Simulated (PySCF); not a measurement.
Solvent effects on NMR parameters

Atom-mapped SMILES (the numbers label the heavy atoms): `[CH:1]#[C:2]/[CH:3]=[CH:4]\[C:5]#[N:6]` (H(Xn): hydrogen on atom n).

GIAO PBE0/pcSseg-1 in PySCF 2.14.0 with density-fitted response routines on one PBE0-D3(BJ)/def2-SVP conformer, non-relativistic, equivalent nuclei averaged. Solvents enter as an IEF-PCM continuum (dichloromethane with ε = 8.9, water with ε = 78.4) around the gas-phase geometry. Shifts are referred to TMS computed in the same medium.

Gas phase, δ in ppm: C3 136.7, C5 120.3, C4 119.1, C1 105.0, C2 81.2, H(C3) 6.17, H(C4) 5.59, H(C1) 4.06. Dipole moment 3.75 D.

**Question.** How does each δ change in the continuum?

**Answer.** 
```json
{"atoms": "C3", "environment": "alkene CH", "Δδ, dichloromethane": "+5.6", "Δδ, water": "+6.6"}
{"atoms": "C5", "environment": "nitrile carbon", "Δδ, dichloromethane": "+4.5", "Δδ, water": "+5.4"}
{"atoms": "C4", "environment": "alkene CH", "Δδ, dichloromethane": "-0.5", "Δδ, water": "-0.4"}
{"atoms": "C1", "environment": "terminal alkyne carbon", "Δδ, dichloromethane": "+2.9", "Δδ, water": "+3.3"}
{"atoms": "C2", "environment": "alkyne carbon", "Δδ, dichloromethane": "+1.3", "Δδ, water": "+1.6"}
{"atoms": "H(C3)", "environment": "hydrogen on an alkene CH", "Δδ, dichloromethane": "+0.51", "Δδ, water": "+0.60"}
{"atoms": "H(C4)", "environment": "hydrogen on an alkene CH", "Δδ, dichloromethane": "+0.43", "Δδ, water": "+0.52"}
{"atoms": "H(C1)", "environment": "hydrogen on a terminal alkyne carbon", "Δδ, dichloromethane": "+0.47", "Δδ, water": "+0.55"}
```

Changes are relative to the gas phase. The dipole moment becomes 4.79 D in dichloromethane, 4.98 D in water.

**Question.** Which of the listed nuclei move most (in ppm), and what does the model miss? (N and O are left out, as their reference compounds move with the solvent too.)

**Answer.** C3 (alkene CH, +6.6 ppm) in water. A continuum only polarises the solute; specific hydrogen bonds, the anisotropy of aromatic solvents and changes of geometry or conformer are outside it.
